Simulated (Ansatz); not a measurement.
## Worked example: correlation energy of As2H, sextet

Geometry: that of the As2H, quartet, kept fixed. The doublet lies 4.6 eV lower here.

```xyz
3

As    0.0000   -0.5251    0.8030
As    0.0000   -0.4773   -1.6877
H     0.0000    1.0024    0.8847
```

Basis cc-pVDZ; Ansatz 0.2.0. Only valence electrons are correlated (noble-gas cores and the filled d shells of p-block atoms frozen), which leaves 11 electrons in 31 orbitals. Prefix R: restricted or restricted open-shell reference; prefix U: unrestricted. No spin–orbit coupling is included, and no scalar relativity.

Full CI isn't at hand for all of this; UCCSDTQ serves as the reference, and is uncertain by the last step of the cluster series or more.

UCCSD has a T1 diagnostic of 0.011 and a largest doubles amplitude of 0.05.

Runs differ by some tens of microhartree through their thresholds and, for an open shell, their frozen cores, so steps under 0.03 kcal/mol mean nothing.

Here the R and U totals at CCSDTQ differ by 0.60 kcal/mol, a measure of how far such totals hang on the determinant and its frozen core.

```tsv
level	total energy (hartree)
UHF	-4468.787477
UMP2	-4468.928483
UCCSD	-4468.960537
UCCSD(T)	-4468.964125
UCCSDT	-4468.964844
UCCSDT(Q)	-4468.965077
UCCSDTQ	-4468.965108
```

Q: What is the correlation energy at UCCSDTQ, and what share of it do UMP2 and UCCSD recover?

A: E(corr) = -4468.965108 − (-4468.787477) = -0.177631 hartree = -4.834 eV. UMP2: -0.141006 / -0.177631 = 79.38 %. UCCSD: -0.173060 / -0.177631 = 97.43 %.

Q: By how many kcal/mol does UCCSD(T) miss UCCSDTQ (1 hartree = 627.509 kcal/mol), and which steps make up the rest?

A: -4468.964125 − (-4468.965108) = 0.000983 hartree = 0.62 kcal/mol. Steps: UCCSDT − UCCSD(T) = -0.45, UCCSDT(Q) − UCCSDT = -0.15, UCCSDTQ − UCCSDT(Q) = -0.02 kcal/mol. That is within 1 kcal/mol of the reference in this basis, which itself misses far more of the correlation at the basis-set limit.
